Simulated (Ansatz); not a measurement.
Turn this script for Ansatz's Python interface into the input file that the command-line program reads.

Script `energy_c6h10.py`:
```python
import ansatz
import numpy as np


def main() -> None:
    geometry_ang = [
        ("C", (1.8952, -0.0171, -0.6357)),
        ("C", (0.7696, -0.7002, 0.0602)),
        ("C", (0.2699, -0.1754, 1.4164)),
        ("C", (-0.525, -0.0408, 0.1996)),
        ("C", (-1.8994, -0.3366, -0.188)),
        ("C", (-1.2565, 1.028, -0.4687)),
        ("H", (2.8519, -0.4077, -0.2752)),
        ("H", (1.8373, -0.199, -1.7134)),
        ("H", (1.8872, 1.0657, -0.472)),
        ("H", (0.7863, -1.7731, -0.0878)),
        ("H", (0.7346, 0.7125, 1.8269)),
        ("H", (-0.0381, -0.9066, 2.1535)),
        ("H", (-2.6535, -0.387, 0.5873)),
        ("H", (-2.0657, -0.9962, -1.0304)),
        ("H", (-1.0043, 1.2619, -1.4954)),
        ("H", (-1.5894, 1.8716, 0.1228)),
    ]
    c6h10 = ansatz.Crystal.molecule()
    for symbol, xyz in geometry_ang:
        c6h10 = c6h10.atom(symbol, xyz)

    setup = (
        c6h10.calculation()
        .basis(gaussian="def2-SVP")
        .functional(ansatz.LibraryFunctional("wB97X"))
        .forces()
    )
    done = setup.run(threads=1)
    rep = done.report

    print("reference energy %16.6f eV" % rep["reference_energy_ev"])
    print("total energy     %16.6f eV" % rep["free_energy_ev"])
    print("occupied orbitals outside the frozen core (up, down):", rep["n_occupied"], " frozen:", rep["n_frozen"], " virtual:", rep["n_virtual"])

    symbols = [site.symbol for site in c6h10.cartesian_sites]
    print("forces (eV/A)")
    for symbol, f in zip(symbols, rep["forces_ev_ang"]):
        print(f"  {symbol:2s} {f[0]:9.4f} {f[1]:9.4f} {f[2]:9.4f}")

    charges = rep["charge_distribution"]
    print("dipole moment", round(4.803205 * float(np.linalg.norm(charges["dipole_moment_e_ang"])), 3), "D")
    print("Mulliken:", [(s, round(q, 3)) for s, q in zip(symbols, charges["mulliken_charges_e"])])


if __name__ == "__main__":
    main()
```

Output of `python energy_c6h10.py`:
```text
reference energy     -6377.430973 eV
total energy         -6377.430973 eV
occupied orbitals outside the frozen core (up, down): [23, 23]  frozen: 0  virtual: [111, 111]
forces (eV/A)
  C     0.3141    0.1251   -0.0953
  C     0.2403    0.3980    0.5727
  C     0.4121   -0.4768   -0.1913
  C    -0.1115   -0.2663    0.0499
  C    -0.1631    0.5427   -0.2080
  C    -0.4667   -0.2660   -0.1430
  H     0.2902   -0.0134   -0.0072
  H     0.0773    0.0223   -0.2867
  H    -0.0360    0.2052    0.0323
  H    -0.2479   -0.5274    0.1457
  H     0.2987    0.3358    0.1119
  H    -0.1263   -0.2770    0.2929
  H    -0.3200    0.0049    0.2831
  H    -0.0800   -0.2327   -0.3444
  H     0.0660    0.1006   -0.4290
  H    -0.1471    0.3252    0.2164
dipole moment 0.135 D
Mulliken: [('C', 0.051), ('C', -0.135), ('C', 0.049), ('C', -0.259), ('C', 0.001), ('C', -0.005), ('H', 0.028), ('H', 0.025), ('H', 0.014), ('H', 0.025), ('H', 0.027), ('H', 0.032), ('H', 0.036), ('H', 0.037), ('H', 0.037), ('H', 0.038)]
```

`input.yaml`:
```yaml
crystal:
  periodic: [false, false, false]
  atoms:
    - { symbol: C, position_ang: [1.8952, -0.0171, -0.6357] }
    - { symbol: C, position_ang: [0.7696, -0.7002, 0.0602] }
    - { symbol: C, position_ang: [0.2699, -0.1754, 1.4164] }
    - { symbol: C, position_ang: [-0.525, -0.0408, 0.1996] }
    - { symbol: C, position_ang: [-1.8994, -0.3366, -0.188] }
    - { symbol: C, position_ang: [-1.2565, 1.028, -0.4687] }
    - { symbol: H, position_ang: [2.8519, -0.4077, -0.2752] }
    - { symbol: H, position_ang: [1.8373, -0.199, -1.7134] }
    - { symbol: H, position_ang: [1.8872, 1.0657, -0.472] }
    - { symbol: H, position_ang: [0.7863, -1.7731, -0.0878] }
    - { symbol: H, position_ang: [0.7346, 0.7125, 1.8269] }
    - { symbol: H, position_ang: [-0.0381, -0.9066, 2.1535] }
    - { symbol: H, position_ang: [-2.6535, -0.387, 0.5873] }
    - { symbol: H, position_ang: [-2.0657, -0.9962, -1.0304] }
    - { symbol: H, position_ang: [-1.0043, 1.2619, -1.4954] }
    - { symbol: H, position_ang: [-1.5894, 1.8716, 0.1228] }
basis:
  gaussian: { orbitals: def2-SVP }
hamiltonian:
  xc: { name: wB97X }
output:
  forces: true
```

On the command line:
```console
$ ansatz run input.yaml --threads 1 --pin off --max-ram 4096MiB --backend cpu --events-out ev --progress --plain --runs-dir out
Engine: ansatz 0.2.0, aarch64-unknown-linux-gnu
Functional definition: wB97X
  parameter omega = 0.3/bohr
  parameter cx = 0.157706
  parameter cx1 = 0.726479
  parameter cx2 = 1.04760
  parameter cx3 = -5.70635
  parameter cx4 = 13.2794
  parameter css1 = -4.33879
  parameter css2 = 18.2308
  parameter css3 = -31.7430
  parameter css4 = 17.2901
  parameter cos1 = 2.37031
  parameter cos2 = -11.3995
  parameter cos3 = 6.58405
  parameter cos4 = -3.78132
  exchange = spin_sum(e_x_unif_sr(omega)*poly(b97_u_x, 1 - cx, cx1, cx2, cx3, cx4)) + cx*exact_x_sr(omega)
      + exact_x_lr(omega)
  correlation = spin_sum(e_c_pw_same_spin*poly(b97_u_same, 1, css1, css2, css3, css4))
      + integral(e_c_pw_opposite_spin*poly(b97_u_opposite, 1, cos1, cos2, cos3, cos4))
1383 factors; integrals over basis functions are off by at most 1.5e-3 eV
380 factors; integrals over basis functions are off by at most 6.9e-6 eV
mean field evaluation 1: about -6373.1902 eV, gradient 3.9e1 eV
mean field evaluation 2: about -6375.5039 eV, gradient 2.7e1 eV
mean field evaluation 4: about -6377.1942 eV, gradient 1.4e0 eV
mean field evaluation 8: about -6377.4310 eV, gradient 1.9e-2 eV
mean field evaluation 16: about -6377.4310 eV, gradient 3.7e-5 eV
mean field -6377.43100531 eV, -234.3662666670 hartree, gradient 3.7e-5 eV, S^2 0.000000; 0 other end points of the search recorded, 0 dependent functions left out
the calculation of the forces begins
reference -6377.43097326 eV, -234.3662654892 hartree; 23, 23 occupied and 111, 111 virtual orbitals, 1383 factors
Total energy: -6377.43097326 eV, -234.3662654892 hartree
Atom 0 at     1.895200    -0.017100    -0.635700 Å, force     0.314073     0.125069    -0.095262 eV/Å
Atom 1 at     0.769600    -0.700200     0.060200 Å, force     0.240279     0.398048     0.572667 eV/Å
Atom 2 at     0.269900    -0.175400     1.416400 Å, force     0.412100    -0.476791    -0.191296 eV/Å
Atom 3 at    -0.525000    -0.040800     0.199600 Å, force    -0.111541    -0.266325     0.049874 eV/Å
Atom 4 at    -1.899400    -0.336600    -0.188000 Å, force    -0.163143     0.542669    -0.208007 eV/Å
Atom 5 at    -1.256500     1.028000    -0.468700 Å, force    -0.466714    -0.266038    -0.142967 eV/Å
Atom 6 at     2.851900    -0.407700    -0.275200 Å, force     0.290187    -0.013405    -0.007211 eV/Å
Atom 7 at     1.837300    -0.199000    -1.713400 Å, force     0.077290     0.022293    -0.286697 eV/Å
Atom 8 at     1.887200     1.065700    -0.472000 Å, force    -0.035999     0.205165     0.032341 eV/Å
Atom 9 at     0.786300    -1.773100    -0.087800 Å, force    -0.247926    -0.527380     0.145714 eV/Å
Atom 10 at     0.734600     0.712500     1.826900 Å, force     0.298688     0.335760     0.111904 eV/Å
Atom 11 at    -0.038100    -0.906600     2.153500 Å, force    -0.126266    -0.277011     0.292889 eV/Å
Atom 12 at    -2.653500    -0.387000     0.587300 Å, force    -0.319975     0.004933     0.283104 eV/Å
Atom 13 at    -2.065700    -0.996200    -1.030400 Å, force    -0.080041    -0.232712    -0.344425 eV/Å
Atom 14 at    -1.004300     1.261900    -1.495400 Å, force     0.066038     0.100573    -0.429012 eV/Å
Atom 15 at    -1.589400     1.871600     0.122800 Å, force    -0.147051     0.325150     0.216383 eV/Å
Dipole moment:     0.020484    -0.011068    -0.015782 e Å
```

What to keep in mind:
- Total energies depend on the basis set; only differences at equal settings carry meaning.
- The geometry is a force-field or estimated start, not a minimum of this method, and the basis set is short of its limit.
- Timing: 18 s on 1 thread of Arm Neoverse V2, on a shared host, peak memory 0.46 GiB.

(Lines on the test bed's own set-up are left out of the output.)
